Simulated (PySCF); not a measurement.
C3H7NO.
Atom-mapped SMILES: `[CH3:1][CH2:2][NH:3][CH:4]=[O:5]` (hydrogens: H6, H7, H8 on C1; H9, H10 on C2; H11 on N3; H12 on C4)

The geometry is computed with GFN2-xTB (gas phase).

**Question.** Give the optimised bond lengths and angles.

**Answer.** 
| bond | length (bohr) | order |
| --- | --- | --- |
| C1–C2 | 2.881 | single |
| C2–N3 | 2.735 | single |
| N3–C4 | 2.541 | single |
| C4=O5 | 2.277 | double |
| C1–H6, C1–H7, C1–H8 | 2.055 | single |
| C2–H9, C2–H10 | 2.067 | single |
| N3–H11 | 1.904 | single |
| C4–H12 | 2.092 | single |

Bonds in one row agree within 0.02 bohr and their mean is given. Orders are formal, as drawn. A selection of angles:
| angle | degrees |
| --- | --- |
| C2–C1–H6 | 109.9 |
| C2–C1–H8 | 110.7 |
| H6–C1–H7 | 108.7 |
| C1–C2–N3 | 111.6 |
| C1–C2–H9 | 110.5 |
| C1–C2–H10 | 110.1 |
| N3–C2–H9 | 106.2 |
| N3–C2–H10 | 109.3 |
| H9–C2–H10 | 109.0 |
| C2–N3–C4 | 122.7 |
| C2–N3–H11 | 117.2 |
| C4–N3–H11 | 119.9 |
| N3–C4–O5 | 125.6 |
| N3–C4–H12 | 111.7 |
| O5–C4–H12 | 122.7 |

Dihedral angles: C1–C2–N3–C4 115° (anticlinal); C2–N3–C4–O5 3° (synperiplanar). The mirror-image conformer, all signs reversed, is as good.

N3 (amide nitrogen) is planar (angles 122.7°, 119.9° and 117.2°, sum 359.8°, 0.03 Å off the plane of its three neighbours). The 2 C–N bonds span 1.345 Å (N3–C4, drawn single) to 1.447 Å (C2–N3, drawn single), a spread of 0.102 Å. Of the pairs four or more bonds apart, O5···H9 is among the closest relative to their van der Waals radii: 2.37 Å, 87 % of the sum of Bondi's values.

Point group: C1 (no symmetry element, even within 0.4 Å). No GFN2-xTB frequencies stand behind this structure, so it isn't proved a minimum. One conformer, not necessarily the lowest.
